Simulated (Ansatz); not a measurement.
# Ce3S4 (I-43d, No. 220; cell taken from a computed entry)

All values below come from PBEsol (Ansatz, a quantum-chemistry and plane-wave program, PAW).

Run with plane-wave cutoff 500 eV, 8×8×8 k mesh, Fermi–Dirac smearing 0.05 eV, spin-polarised start, scalar-relativistic PAW data made under PBE.

Cell: relaxed at this level.

```
Item                                   Result
------------------------------  -------------
volume per atom                 21.05 Å³/atom
equilibrium lattice constant a        8.385 Å
band gap                        zero (no gap)
```

Note: the magnetic order was assumed, not searched for or taken from measurement; the relaxation could not lower the start's symmetry, so the cell can be a saddle point above a distorted one; the 4f shell is treated without U or exact exchange, so its levels and filling can be wrong.

Spin–orbit coupling is not included.

The computed numbers hold no vibrational or temperature effects.

Cost on a shared machine: roughly 26 core-minutes.
